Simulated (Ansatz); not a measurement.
`NC[SiH3]` → `C[SiH2]N`  (isomerisation)

Calculated with Ansatz (gas phase, PBE0-D4/def2-TZVP geometries, no zero-point term in ΔE). CBS: MP2 limit from def2 TZ/QZ plus the TZ coupled-cluster correction, frozen cores. DFT in def2-TZVPP. Each species was taken in one conformer, which may not be the lowest.

`NC[SiH3]`:

Cartesian coordinates in Å:
```
N 1.407 0.048 0.556
C 0.438 -0.293 -0.478
Si -1.310 0.051 0.133
H 1.374 1.037 0.770
H 2.352 -0.160 0.258
H 0.500 -1.369 -0.679
H 0.592 0.210 -1.446
H -1.407 1.470 0.577
H -1.658 -0.829 1.278
H -2.288 -0.166 -0.969
```

`C[SiH2]N`:

```xyz
10

C    -0.842   -1.009   -0.480
Si    0.387   -0.066    0.570
N     0.775    1.527    0.048
H    -1.017   -2.005   -0.063
H    -0.476   -1.132   -1.502
H    -1.803   -0.489   -0.525
H     1.663   -0.834    0.602
H    -0.165    0.052    1.947
H     1.360    1.676   -0.757
H     0.117    2.280    0.162
```

```
             level  ΔE (kcal/mol)  difference from CCSD(T)/CBS
       LDA (SPW92)          -32.1                          2.4
         revPBE-D4          -31.3                          3.2
           ωB97M-V          -34.2                          0.3
          PBE-QIDH          -34.4                          0.1
              BLYP          -32.8                          1.7
         CAM-B3LYP          -34.1                          0.4
      MP2/def2-SVP          -30.5                          4.0
     CCSD/def2-SVP          -28.8                          5.7
    MP2/def2-TZVPP          -35.4                         -0.9
SCS-MP2/def2-QZVPP          -35.0                         -0.5
       CCSD(T)/CBS          -34.5                            0
```

(1) What do rigid-rotor, harmonic-oscillator terms from PBE0-D4/def2-TZVP frequencies (298.15 K, 1 bar) make of the CCSD(T)/CBS value? (An estimate is asked.)

Largest T1 diagnostic among the species: 0.010.

## Answers

(1) Computed: ΔZPE = 0.0 kcal/mol, ΔH = -34.2 kcal/mol, ΔS = 9 J/(mol·K), ΔG = -34.8 kcal/mol.

At CCSD(T), def2-SVP lies +6.1 kcal/mol from the extrapolated value and def2-TZVPP +0.8 kcal/mol. Leaving LDA and LC-ωPBE aside and taking each functional with its dispersion term where it has one, the values, not all of them listed here, spread over 3.8 kcal/mol, from B97M-V to revPBE-D4.
